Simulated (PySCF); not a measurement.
We consider zinc-blende BP, described by PBE0 (PySCF, GTH pseudopotentials, Gaussian basis, DZ basis).

The same calculation (at the measured cell, 11.682 Å³/atom) with different numerical settings:

```
run  k mesh  gap on the mesh (eV)  total energy (eV/atom)
---  ------  --------------------  ----------------------
1     2×2×2                 3.403               -127.2924
2     3×3×3                 3.178               -128.3272
3     4×4×4                 3.062               -128.5201
```

In the column total energy (eV/atom) the first row differs from the last by +1.2277 and the next to last by +0.1929.

The last row is no converged limit: other settings stay fixed.
